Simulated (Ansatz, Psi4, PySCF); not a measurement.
System: C2H3O2, charge 0, multiplicity 2. SMILES: OC([CH2])=O
Geometry from a B3LYP-D3(BJ)/def2-TZVP (Ansatz, a first-principles code) optimisation:
```
C
O 1 1.2154
O 1 1.3607 2 122.32
H 3 0.9692 1 106.70 2 0.00
C 1 1.4405 2 124.80 3 -180.00
H 5 1.0785 1 118.11 2 0.00
H 5 1.0794 6 120.76 1 -180.00
```
Charge 0, spin multiplicity 2.

Property: atomisation energy, in kcal/mol. Conventions: LANL2DZ all-electron up to Ne; atomisation electronic, to ground-state atoms; 6-31G* and kin with 6d, 5d where marked; frozen cores in correlated levels; spin-orbit terms left out; non-relativistic; 6-311+G** with 5d; open shells spin-unrestricted; no dispersion term unless named. CBS marks a two-point X^-3 extrapolation of the correlation energy; Hartree-Fock from the larger set. [CCSD(T)-MP2]/basis is that difference in the basis named. First-principles rows: single points at B3LYP-D3(BJ) geometries (Ansatz). A UHF reference is markedly spin-contaminated in at least one set, which strains HF and MP2.

Coupled cluster (Ansatz) is a level with limits of its own, used here on species with T1 under 0.025 (0.045 for open shells) and stable references: RI-MP2/CBS(cc-pVTZ,cc-pVQZ)+[CCSD(T)-MP2]/cc-pVTZ.

Value to compare with, RI-MP2/CBS(cc-pVTZ,cc-pVQZ)+[CCSD(T)-MP2]/cc-pVTZ (Ansatz): 696.1 kcal/mol.

```tsv
level	program	atomisation energy (kcal/mol)	difference
HF/LANL2DZ	Ansatz	409.0	-287.1
PBE/STO-3G	Ansatz	764.6	68.5
PBE/3-21G	Ansatz	696.8	0.7
BP86/6-31G* (5d)	PySCF	726.3	30.2
B3LYP/STO-3G	Ansatz	718.6	22.5
B3LYP/6-311+G**	Ansatz	689.0	-7.1
wB97X-D/6-31G*	Psi4	694.9	-1.2
MP2/6-31G*	Ansatz	652.8	-43.3
B3PW91/6-31G* (5d)	PySCF	696.3	0.2
wB97X-V/def2-TZVPD	Ansatz	697.5	1.4
```

Among the 9 habitual levels, HF/LANL2DZ lies farthest from RI-MP2/CBS(cc-pVTZ,cc-pVQZ)+[CCSD(T)-MP2]/cc-pVTZ (Ansatz) (-287.1 kcal/mol); 5 of 9 lie above it, and their mean absolute difference is 51.2 kcal/mol, the median 22.5. One case shows no general order.

The levels are drawn from those run, B3LYP/6-31G* more often than the rest, none by its result; runs whose electronic state is in doubt are left out.
